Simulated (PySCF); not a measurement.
Metal–ligand bonds in Ti(OCH3)3–Y. All species are isolated molecules in the gas phase. One relaxed conformer stands for each flexible species; it need not be the lowest. Multiplicities are imposed; where one is given, others were not computed. Strings in code marks are SMILES.

Calculation: TPSS-D3(BJ)/def2-TZVP // TPSS-D3(BJ)/def2-SVP (PySCF). All candidates: neutral, multiplicity 2. 

The dipole moment comes out as 1.73 D and the highest occupied spin orbital comes out as -7.32 eV.

**Question.** Name which member has these values.
(A) `C[N]C`
(B) `[SH]`
(C) `[OH]`
(D) `[CH3]`

**Answer.** C, `[OH]`. The others give `[CH3]`: 0.00 D, -5.50 eV; `C[N]C`: 1.70 D, -5.79 eV; `[SH]`: 0.87 D, -6.25 eV
